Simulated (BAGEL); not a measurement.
# singlet AlH2O+: a chain of runs

Aim: the energy (singlet AlH2O+, HF/def2-TZVP), then the energy (doublet AlH2O, NEVPT2(3,3)/def2-TZVP) of AlH2O. 

Program for the calculation: BAGEL 1.2.2.

8 further runs of the same task are left out: 8 set aside as unsound or not needed.

**1. The system as given**

AlH2O+: 4 atoms, total charge +1, spin state singlet. SMILES of the parent species: `[O][AlH2]`. One bond was lengthened or shortened from a relaxed shape. That shape belongs to the parent species and isn't relaxed for this state.

Bond lengths: O1–Al2 1.727 Å, Al2–H3 1.342 Å, Al2–H4 1.578 Å. Angles: O1–Al2–H3 115.8°, O1–Al2–H4 115.8°, H3–Al2–H4 128.3°.

**2. A single-point energy at HF/def2-TZVP (density fitting with svp-jkfit) (run 1)**

Input file input.json:

```json
{ "bagel": [

{
  "title": "molecule",
  "basis": "def2-tzvp.json",
  "df_basis": "svp-jkfit",
  "angstrom": true,
  "geometry": [
    { "atom": "O", "xyz": [   -0.111532,   -0.914904,    1.252063 ] },
    { "atom": "Al", "xyz": [   -0.162832,   -0.028704,   -0.229737 ] },
    { "atom": "H", "xyz": [   -1.149600,   -0.360800,   -1.076000 ] },
    { "atom": "H", "xyz": [    0.956968,    1.068196,   -0.414637 ] }
  ]
},
{
  "title": "hf",
  "charge": 1
},
{
  "title": "print",
  "file": "orbitals.molden",
  "orbitals": true
}

]}
```

The basis set def2-TZVP is read from a file made from the Basis Set Exchange's data (not shown).

The run is started by

```bash
BAGEL_NUM_THREADS=1 BAGEL input.json > input.out
```

Log:

```text
* using 1 threads per process

  ===============================================================
  ===============================================================

  *** Geometry ***

  { "atom" : "O", "xyz" : [     -0.210765,     -1.728918,      2.366056 ] },
  { "atom" : "Al", "xyz" : [     -0.307708,     -0.054243,     -0.434140 ] },
  { "atom" : "H", "xyz" : [     -2.172429,     -0.681813,     -2.033345 ] },
  { "atom" : "H", "xyz" : [      1.808407,      2.018598,     -0.783550 ] },

  Number of auxiliary basis functions:      241

  Since a DF basis is specified, we compute 2- and 3-index integrals:
    o Being stored without compression. Storage requirement is 0.012 GB

  Number of basis functions:       80
  Number of electrons      :       23

    * METHOD: MOLECULE                             0.07

  *** RHF ***

  === Nuclear Repulsion ===
    44.6813298631

      * DIIS with orbital gradients will be used.

  === RHF iteration (def2-tzvp.json) ===
      0       -316.65557364          0.04386449           0.01
      1       -313.83829575          0.09910797           0.01
      2       -317.34806059          0.01717334           0.01
      3       -317.40792248          0.01347815           0.01
      4       -317.44871628          0.00737928           0.01
      5       -317.46524104          0.00043273           0.01
      6       -317.46531592          0.00016245           0.01
      7       -317.46533483          0.00007557           0.01
      8       -317.46534200          0.00006446           0.01
      9       -317.46535409          0.00004864           0.01
     10       -317.46536622          0.00002387           0.01
     11       -317.46536888          0.00000581           0.01
     12       -317.46536896          0.00000224           0.01
     13       -317.46536896          0.00000064           0.01
     14       -317.46536896          0.00000017           0.01
     15       -317.46536896          0.00000009           0.01
     16       -317.46536896          0.00000005           0.01
     17       -317.46536896          0.00000003           0.01
     18       -317.46536896          0.00000003           0.01
     19       -317.46536896          0.00000002           0.01
     20       -317.46536896          0.00000000           0.01
    * SCF iteration converged.

    * Permanent dipole moment:
           (   -0.007878,    -0.075706,     0.109868) a.u.

    * METHOD: HF                                   0.34

    * METHOD: PRINT                                0.02

  ===============================================================
```

It took 0.56 s on 1 thread of Arm Neoverse V1, shared host; peak memory 0.14 GiB.

**3. Doublet neutral AlH2O: a single-point energy at NEVPT2(3,3)/def2-TZVP (density fitting with svp-jkfit) (run 2)**

Input file nevpt2.json:

```json
{ "bagel" : [

{
  "title" : "molecule",
  "basis" : "def2-tzvp.json",
  "df_basis" : "svp-jkfit",
  "angstrom" : "true",
  "geometry" : [
    { "atom" : "O", "xyz" : [   -0.111532,   -0.914904,    1.252063 ] },
    { "atom" : "Al", "xyz" : [   -0.162832,   -0.028704,   -0.229737 ] },
    { "atom" : "H", "xyz" : [   -1.149600,   -0.360800,   -1.076000 ] },
    { "atom" : "H", "xyz" : [    0.956968,    1.068196,   -0.414637 ] }
  ]
},
{ "title" : "hf", "charge" : 1 },
{ "title" : "casscf", "nstate" : 1, "nact" : 3, "nclosed" : 10, "nspin" : 1, "active" : [10, 12, 15], "maxiter" : 200, "natocc" : "true" },
{
  "title" : "nevpt2",
  "nstate" : 1,
  "nact" : 3,
  "nclosed" : 10,
  "nspin" : 1,
  "active" : [10, 12, 15],
  "maxiter" : 200,
  "natocc" : "true",
  "ncore" : 6
},
{ "title" : "print", "file" : "orbitals.molden", "orbitals" : "true" }

]}
```

The basis set def2-TZVP is read from a file made from the Basis Set Exchange's data (not shown).

The run is started by

```bash
BAGEL_NUM_THREADS=1 BAGEL nevpt2.json > nevpt2.out
```

Log:

```text
* using 1 threads per process

  ===============================================================
  ===============================================================

  *** Geometry ***

  { "atom" : "O", "xyz" : [     -0.210765,     -1.728918,      2.366056 ] },
  { "atom" : "Al", "xyz" : [     -0.307708,     -0.054243,     -0.434140 ] },
  { "atom" : "H", "xyz" : [     -2.172429,     -0.681813,     -2.033345 ] },
  { "atom" : "H", "xyz" : [      1.808407,      2.018598,     -0.783550 ] },

  Number of auxiliary basis functions:      241

  Since a DF basis is specified, we compute 2- and 3-index integrals:
    o Being stored without compression. Storage requirement is 0.012 GB

  Number of basis functions:       80
  Number of electrons      :       23

    * METHOD: MOLECULE                             0.07

  *** RHF ***

  === Nuclear Repulsion ===
    44.6813298631

      * DIIS with orbital gradients will be used.

  === RHF iteration (def2-tzvp.json) ===
      0       -316.65557364          0.04386449           0.01
      1       -313.83829575          0.09910797           0.01
      2       -317.34806059          0.01717334           0.01
      3       -317.40792248          0.01347815           0.01
      4       -317.44871628          0.00737928           0.01
      5       -317.46524104          0.00043273           0.01
      6       -317.46531592          0.00016245           0.01
      7       -317.46533483          0.00007557           0.01
      8       -317.46534200          0.00006446           0.01
      9       -317.46535409          0.00004864           0.01
     10       -317.46536622          0.00002387           0.01
     11       -317.46536888          0.00000581           0.01
     12       -317.46536896          0.00000224           0.01
     13       -317.46536896          0.00000064           0.01
     14       -317.46536896          0.00000017           0.01
     15       -317.46536896          0.00000009           0.01
     16       -317.46536896          0.00000005           0.01
     17       -317.46536896          0.00000003           0.01
     18       -317.46536896          0.00000003           0.01
     19       -317.46536896          0.00000002           0.01
     20       -317.46536896          0.00000000           0.01
    * SCF iteration converged.

    * Permanent dipole moment:
           (   -0.007878,    -0.075706,     0.109868) a.u.

    * METHOD: HF                                   0.34

  ---------------------------
      CASSCF calculation
  ---------------------------

    ==== Active orbitals : =====
         Orbital 10
         Orbital 12
         Orbital 15
    ============================

    * nstate   :      1
    * nclosed  :     10
    * nact     :      3
    * nvirt    :     67
  === CASSCF iteration (def2-tzvp.json) ===

    * Using the second-order algorithm

      0  0      -317.84967658     3.28e-02      0.01

      1  0      -317.94445542     3.25e-03      0.09

      2  0      -317.95569619     1.01e-03      0.09

      3  0      -317.95724569     2.48e-04      0.10

      4  0      -317.95730474     9.24e-05      0.11

      5  0      -317.95730783     4.05e-05      0.12

      6  0      -317.95730813     1.50e-05      0.13

      7  0      -317.95730816     5.22e-06      0.12

      8  0      -317.95730816     1.77e-06      0.12

      9  0      -317.95730816     5.97e-07      0.12

     10  0      -317.95730816     2.00e-07      0.12

     11  0      -317.95730816     6.71e-08      0.11

     12  0      -317.95730816     2.25e-08      0.10

     13  0      -317.95730816     7.52e-09      0.09

    * Second-order optimization converged. *

     guess   0:   closed 1..                  open .1.

  === FCI iteration ===

      0  0      -317.94554181     4.58e-02      0.00
      1  0      -317.95728951     1.51e-03      0.00
      2  0      -317.95730743     2.59e-04      0.00
      3  0      -317.95730815     3.06e-05      0.00
      4  0      -317.95730816     3.07e-06      0.00
      5  0      -317.95730816     9.29e-08      0.00
      6  0      -317.95730816     7.76e-09      0.00
      7  0 *    -317.95730816     5.83e-16      0.00

     * ci vector, state   0, <S^2> = 0.7500
       2a.    -0.9963438149
       .a2    -0.0838108396

    * METHOD: CASSCF                               1.45

    * freezing 6 orbitals

  === DF-NEVPT2 calculation ===

    * 3-index integral transformation done
    * assembly done

      NEVPT2 correlation energy:   -0.2531157534      0.08

          (+0)     -0.1594726731
          (+0)'    -0.0111367842
          (+1)     -0.0130202529
          (+1)'    -0.0000323298
          (+2)     -0.0001051104
          (-1)     -0.0558743592
          (-1)'    -0.0001650775
          (-2)     -0.0133091664

      NEVPT2 total energy:       -318.2104239152

    * METHOD: NEVPT2                               0.11

    * METHOD: PRINT                                0.02

  ===============================================================
```

Wall time 2.1 s (1 thread of Arm Neoverse V1, shared host); peak memory 0.14 GiB.

**4. Outcome**

```
                           quantity          value
  run 1, HF/def2-TZVP: total energy  -317.46537 Eh
   run 1, HF/def2-TZVP: HOMO energy      -19.05 eV
   run 1, HF/def2-TZVP: LUMO energy      -10.42 eV
 run 1, HF/def2-TZVP: HOMO–LUMO gap        8.63 eV
doublet neutral AlH2O: total energy  -318.21042 Eh
```
